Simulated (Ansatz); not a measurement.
CsCl-type TlCl was calculated with LDA (plane waves, PAW; Ansatz, a program for electronic structure).

Run with plane-wave cutoff 520 eV, 6×6×6 k mesh, scalar-relativistic PAW data made under PBE.

Computed at the level's own relaxed cell.

Task: What does this level give for the Voigt–Reuss–Hill bulk modulus, polycrystal shear modulus (Hill average), elastic constant C44, elastic constant C12 and elastic constant C11?

Result: 
* **Voigt–Reuss–Hill bulk modulus**: 37.7 GPa
* **polycrystal shear modulus (Hill average)**: 14.0 GPa
* **elastic constant C44**: 14.6 GPa
* **elastic constant C12**: 28.9 GPa
* **elastic constant C11**: 55.1 GPa

Elastic constants are with the ions relaxed.

Spin–orbit coupling is not included; it can shift volumes and moduli of such heavy elements.

The computed numbers hold no vibrational or temperature effects.

The result took around 40 core-seconds (rough).
